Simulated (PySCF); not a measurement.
# 1-ethenyl-1-methylcyclopropane: a tour of settings

Aim: see how 1-ethenyl-1-methylcyclopropane (`C=CC1(C)CC1`) answers to the choice of functional, basis, grid and SCF options.

The runs use PySCF 2.14.0, with density-fitted response routines of our own; the level of theory stands in each step. All values are computed, except where a source is named. Atoms count from 0, in the outputs and in this text.

## 1. Starting geometry

16 atoms, charge 0, multiplicity 1; geometry from: GFN2-xTB.

Bonds of the start (Å): C0–C1 1.32, C1–C2 1.48, C2–C3 1.51, C2–C4 1.51, C4–C5 1.49, C5–C2 1.51, C0–H6 1.08, C0–H7 1.08, C1–H8 1.08, C3–H9 1.09, C3–H10 1.09, C3–H11 1.09, C4–H12 1.08, C4–H13 1.08, C5–H14 1.08, C5–H15 1.08.

## 2. Shielding tensors: PBE0/pcSseg-1

Job settings and geometry (Å):

```
{"job": {"kind": "nmr", "xc": "PBE0", "basis": "pcSseg-1"}, "charge": 0, "multiplicity": 1}
C      2.117619     0.238133     0.670885
C      1.266733    -0.338087    -0.162930
C     -0.199113    -0.136181    -0.198034
C     -0.907246    -0.943199    -1.265082
C     -0.935659     0.103204     1.097792
C     -0.757379     1.227406     0.131025
H      1.805458     0.935319     1.430545
H      3.173342     0.033321     0.626614
H      1.642283    -1.030857    -0.905490
H     -1.977956    -0.754297    -1.244674
H     -0.532104    -0.680415    -2.253407
H     -0.744261    -2.008707    -1.107024
H     -0.362389     0.113023     2.012070
H     -1.918639    -0.330589     1.205279
H     -0.060900     2.013866     0.377804
H     -1.617388     1.567004    -0.426784
```

Level: GIAO PBE0/pcSseg-1 NMR shielding, non-relativistic, gas phase.

Run with:

```
> OMP_NUM_THREADS=1 python probes_run.py task.json out
```

One launch serves the whole session: the jobs run in the order shown.

Output:

```text
coarse grid: 12720 points
cycle   1  E = -234.2014008673  dE =  7.453e-01  |g| = 3.969e-01  |ddm| = 3.452e+00
cycle   2  E = -234.2011177059  dE =  2.832e-04  |g| = 4.129e-01  |ddm| = 7.453e-01
cycle   3  E = -234.2459874628  dE = -4.487e-02  |g| = 2.874e-02  |ddm| = 3.981e-01
cycle   4  E = -234.2460830755  dE = -9.561e-05  |g| = 1.965e-02  |ddm| = 4.695e-02
cycle   5  E = -234.2461715250  dE = -8.845e-05  |g| = 4.141e-03  |ddm| = 1.970e-02
cycle   6  E = -234.2461749270  dE = -3.402e-06  |g| = 2.038e-03  |ddm| = 5.014e-03
final grid: 120968 points
cycle   7  E = -234.2837328341  dE = -5.175e-05  |g| = 8.844e-03  |ddm| = 4.207e-02
cycle   8  E = -234.2837269602  dE =  5.874e-06  |g| = 1.020e-02  |ddm| = 1.671e-02
cycle   9  E = -234.2837529197  dE = -2.596e-05  |g| = 1.099e-03  |ddm| = 8.898e-03
cycle  10  E = -234.2837531966  dE = -2.769e-07  |g| = 3.511e-04  |ddm| = 1.199e-03
cycle  11  E = -234.2837532255  dE = -2.895e-08  |g| = 1.141e-04  |ddm| = 4.186e-04
cycle  12  E = -234.2837532286  dE = -3.047e-09  |g| = 1.979e-05  |ddm| = 1.088e-04
cycle  13  E = -234.2837532287  dE = -9.140e-11  |g| = 2.206e-06  |ddm| = 2.020e-05
converged SCF energy = -234.2837532287

GIAO shielding tensors (ppm)
atom      isotropic    diamagn.    paramagn.     s11        s22        s33       span
  0 C       73.285     256.231    -182.946    -40.749     87.764    172.840    213.589
  1 C       31.581     251.807    -220.226    -87.263     37.913    144.093    231.357
  2 C      169.502     252.794     -83.292    134.762    159.548    214.197     79.435
  3 C      159.869     244.646     -84.777    132.336    159.275    187.995     55.659
  4 C      162.909     252.158     -89.250    123.446    173.454    191.826     68.380
  5 C      162.758     252.160     -89.402    123.086    173.455    191.734     68.648
  6 H       26.959      33.354      -6.395     22.954     25.281     32.641      9.688
  7 H       26.580      29.278      -2.698     23.980     25.229     30.533      6.553
  8 H       25.084      32.024      -6.940     22.919     23.363     28.971      6.053
  9 H       31.501      30.455       1.047     26.502     29.729     38.274     11.773
 10 H       30.007      29.691       0.315     25.986     27.263     36.771     10.785
 11 H       30.003      29.690       0.313     25.979     27.263     36.766     10.787
 12 H       31.055      32.739      -1.684     25.651     28.844     38.669     13.018
 13 H       31.050      32.168      -1.118     25.247     28.330     39.573     14.326
 14 H       31.062      32.729      -1.667     25.660     28.853     38.673     13.013
 15 H       31.044      32.163      -1.118     25.246     28.321     39.566     14.321
```

Run time: 18 s. Hardware: 1 thread of Arm Neoverse V2, shared host; peak memory 0.72 GiB.

Shifts follow as δ = σ(reference) − σ, with reference shieldings (ppm) from runs at the same level and on the same kind of geometry: 1H TMS 31.72, 13C TMS 186.9. The references are single molecules in the gas phase. Atoms listed in one row are averaged.

```
       atoms                               environment  σ (ppm)  δ (ppm)  δ scaled to CDCl3
          C1                                 alkene CH     31.6    155.3              149.7
          C0                      terminal =CH2 carbon     73.3    113.6              109.0
          C3                             methyl carbon    159.9     27.1               24.5
      C4, C5                three-membered-ring carbon    162.8     24.1               21.6
          C2                three-membered-ring carbon    169.5     17.4               15.1
          H8                  hydrogen on an alkene CH    25.08     6.63               6.36
          H7        hydrogen on a terminal =CH2 carbon    26.58     5.14               4.95
          H6        hydrogen on a terminal =CH2 carbon    26.96     4.76               4.59
H9, H10, H11               hydrogen on a methyl carbon    30.50     1.21               1.25
    H13, H15  hydrogen on a three-membered-ring carbon    31.05     0.67               0.74
    H12, H14  hydrogen on a three-membered-ring carbon    31.06     0.66               0.73
```

The scaled column applies a straight-line fit of computed shieldings to shifts measured in CDCl3 (root-mean-square error 0.16 ppm for H, 1.9 ppm for C).

The run also stored atomic charges by several schemes (e):

```
 atoms  Mulliken    IAO  Hirshfeld  ESP fit
    C0     -0.17  -0.34      -0.11    -0.53
    C1     -0.08  -0.13      -0.04    -0.19
    C2     -0.50   0.02       0.01     0.38
    C3     -0.14  -0.41      -0.12    -0.69
C4, C5     -0.13  -0.29      -0.09    -0.33
```

Mayer bond orders: C0–C1 1.99, C1–C2 1.01, C2–C3 1.06, C2–C4 0.92, C4–C5 0.97, C5–C2 0.92.

Ring of atoms C2, C4, C5: NICS(0) -44.3, NICS(1) -7.9, NICS(1)zz -23.3 ppm (means of both faces). The ring holds saturated atoms, so no π current runs round it: these values come from its σ bonds, any local π bonds and neighbouring rings, and say nothing of aromaticity.

In rings of three or four atoms NICS is ruled by the nearby σ bonds, so it says little on aromaticity.

The fields below are evaluated on a grid from the run's orbitals.

Frontier orbitals at PBE0/pcSseg-1, with the share of their density that lies nearest to each atom:

```
orbital  energy (eV)                                            lies on
   HOMO        -6.82                          C0 30 %; C1 19 %; C2 14 %
   LUMO         0.29  C0, C1 about 29 % each; H6, H7, H8 about 8 % each
```

ELF in a plane through or near 8 of the atoms.

Values, 10 rows by 14 columns:
```
0.00 0.00 0.00 0.00 0.00 0.00 0.00 0.00 0.00 0.00 0.00 0.00 0.00 0.00
0.00 0.00 0.00 0.00 0.00 0.00 0.00 0.00 0.00 0.00 0.00 0.00 0.00 0.00
0.00 0.00 0.00 0.00 0.00 0.00 0.05 0.24 0.14 0.01 0.00 0.00 0.00 0.00
0.00 0.00 0.00 0.61 0.91 0.01 0.16 0.88 0.53 0.02 0.00 0.00 0.00 0.00
0.00 0.00 0.02 0.84 1.00 0.30 0.08 0.61 0.23 0.02 0.24 0.01 0.00 0.00
0.00 0.00 0.56 0.81 0.76 0.83 0.88 0.29 0.89 0.91 1.00 0.67 0.00 0.00
0.00 0.01 0.98 1.00 0.61 0.55 0.52 0.23 0.48 0.24 0.71 0.12 0.00 0.00
0.00 0.00 0.09 0.40 0.01 0.95 1.00 0.08 0.24 0.30 0.04 0.00 0.00 0.00
0.00 0.00 0.00 0.00 0.00 0.48 0.69 0.01 0.02 0.02 0.00 0.00 0.00 0.00
0.00 0.00 0.00 0.00 0.00 0.00 0.00 0.00 0.00 0.00 0.00 0.00 0.00 0.00
```
The map spans 11.4 Å across and 9.1 Å up, centred on the molecule. Atoms in the plane (x, y in Å): C0 (-2.2, -0.3), C1 (-1.0, -0.9), C2 (0.3, -0.1), C3 (1.5, -1.0), H6 (-2.4, 0.7), H7 (-3.1, -1.0), H8 (-0.9, -1.9), H9 (2.4, -0.4).

log10 of the density (e/Å³) in the same plane.

Ten even steps from ' ' (-4.0) to '@' (1.4):
```
                                                        
                                                        
                      ....::::::::..                    
                    ..::----------::::..                
              ......::--==========----::                
          ..::::::::--==++++****++==--::..              
        ..::--==++======++**####**++==--::..            
      ..::--++******++==**######**++==--::::..          
      ..--==++####**++++**######**++======--::..        
    ..::--==**######******######**++++++++==--::        
    ..--==++**##@@%%########@@%%########**++--::..      
    ::--++**####%%##%%@@%%########%%####**++--::..      
    ..--++**##########%%##******##@@##**++==--::..      
    ..::==++++**++**######**++++**####**++--::..        
      ..::------====**##**++====++**++==--::....        
        ....::::::==++++++====--======----::..          
              ....::--====----::------::::..            
                  ..::::::::......::....                
                                                        
                                                        
```
The map spans 11.4 Å across and 9.1 Å up, centred on the molecule. Atoms in the plane (x, y in Å): C0 (-2.2, -0.3), C1 (-1.0, -0.9), C2 (0.3, -0.1), C3 (1.5, -1.0), H6 (-2.4, 0.7), H7 (-3.1, -1.0), H8 (-0.9, -1.9), H9 (2.4, -0.4).

On the surface of density 0.002 e/bohr³ the electrostatic potential runs, from the 1st to the 99th percentile, from -0.79 V near C0 to 0.67 V near H6.

## 3. Ultraviolet spectrum: PBE0/def2-SVPD

Settings changed since step 2:

```diff
@@ -1,2 +1,2 @@
-{"job": {"kind": "nmr", "xc": "PBE0", "basis": "pcSseg-1"}, "charge": 0, "multiplicity": 1}
+{"job": {"kind": "uv", "xc": "PBE0", "basis": "def2-SVPD", "nstates": 6, "ntriplets": 2}, "charge": 0, "multiplicity": 1}
 C      2.117619     0.238133     0.670885
```

With the program's defaults for keys left out, this is: TDDFT PBE0/def2-SVPD, vertical, gas phase, core orbitals frozen in the response.

Output:

```text
coarse grid: 12720 points
cycle   1  E = -234.0808007712  dE =  6.848e-01  |g| = 3.795e-01  |ddm| = 7.362e+00
cycle   2  E = -234.0795761339  dE =  1.225e-03  |g| = 3.985e-01  |ddm| = 1.838e+00
cycle   3  E = -234.1228556510  dE = -4.328e-02  |g| = 2.906e-02  |ddm| = 8.542e-01
cycle   4  E = -234.1229524754  dE = -9.682e-05  |g| = 2.100e-02  |ddm| = 1.369e-01
cycle   5  E = -234.1230554049  dE = -1.029e-04  |g| = 4.584e-03  |ddm| = 5.164e-02
cycle   6  E = -234.1230600796  dE = -4.675e-06  |g| = 1.922e-03  |ddm| = 1.400e-02
final grid: 120968 points
cycle   7  E = -234.1599589892  dE = -6.011e-05  |g| = 8.429e-03  |ddm| = 3.249e-01
cycle   8  E = -234.1599536555  dE =  5.334e-06  |g| = 9.680e-03  |ddm| = 4.551e-02
cycle   9  E = -234.1599778925  dE = -2.424e-05  |g| = 9.785e-04  |ddm| = 1.841e-02
cycle  10  E = -234.1599781055  dE = -2.130e-07  |g| = 3.760e-04  |ddm| = 2.928e-03
cycle  11  E = -234.1599781400  dE = -3.446e-08  |g| = 1.201e-04  |ddm| = 1.279e-03
cycle  12  E = -234.1599781435  dE = -3.462e-09  |g| = 2.457e-05  |ddm| = 3.381e-04
cycle  13  E = -234.1599781436  dE = -1.472e-10  |g| = 2.896e-06  |ddm| = 7.422e-05
converged SCF energy = -234.1599781436

Static polarisability (au): isotropic 70.061, principal 59.215 69.941 81.026

Singlet excitations
state   eV       nm        f      main configurations
  1   6.3901    194.0   0.24303   H->L 0.94
  2   6.6625    186.1   0.05112   H->L+1 0.95
  3   7.1474    173.5   0.00228   H->L+2 0.94
  4   7.2182    171.8   0.00169   H-1->L 0.88, H->L+3 0.08
  5   7.3157    169.5   0.00249   H->L+3 0.85, H-1->L 0.09
  6   7.5253    164.8   0.01963   H->L+4 0.98

Triplet excitations (Tamm-Dancoff, eV): 4.0853 6.5584
```

Run time: 25 s. Hardware: 1 thread of Arm Neoverse V2, shared host; peak memory 0.81 GiB.

The orbitals next to the gap, with their largest atomic shares:

```
orbital     eV                      atoms
 HOMO−3  -9.76  C2 22 %, C3 16 %, C1 15 %
 HOMO−2  -8.90  C2 19 %, C1 18 %, C3 11 %
 HOMO−1  -8.37  C4 29 %, C5 29 %, C2 13 %
   HOMO  -6.84  C0 30 %, C1 22 %, C2 14 %
   LUMO   0.19   C1 34 %, C0 32 %, H6 6 %
 LUMO+1   0.89  C3 17 %, C5 10 %, C4 10 %
 LUMO+2   1.41  C0 17 %, H6 15 %, C3 13 %
```

With each of the 6 states as a Gaussian band of 0.4 eV half-width at 1/e, the curve within the window shown has maxima at 193 nm (ε 11,000) L/(mol cm). Beyond the last state computed it falls off for lack of states. The curve at chosen wavelengths:

(nm, ε (L/mol/cm)): (158, 485), (160, 677), (162, 844), (165, 991), (167, 1020), (169, 1036), (171, 1107), (173, 1314), (176, 2049), (178, 2905), (180, 4066), (182, 5480), (184, 7033), (187, 9253), (189, 10390), (191, 11070), (193, 11210), (195, 10809), (198, 9381), (200, 8077), (202, 6671), (204, 5296), (206, 4050), (209, 2535), (211, 1781), (213, 1213)

Leading natural transition orbitals of singlet state 1: the hole lies on C0, C2 about 21 % each; C1, C4, C5 about 11 % each; the particle on C1 27 %; C0 21 %; H6 12 %.

Ground-state properties from the same run:

```
           property  computed
  dipole moment (D)      0.49
polarisability (Å³)     10.38
 HOMO–LUMO gap (eV)      7.03
      −ε(HOMO) (eV)      6.84
```

(Part 1 of 2 ends here.)
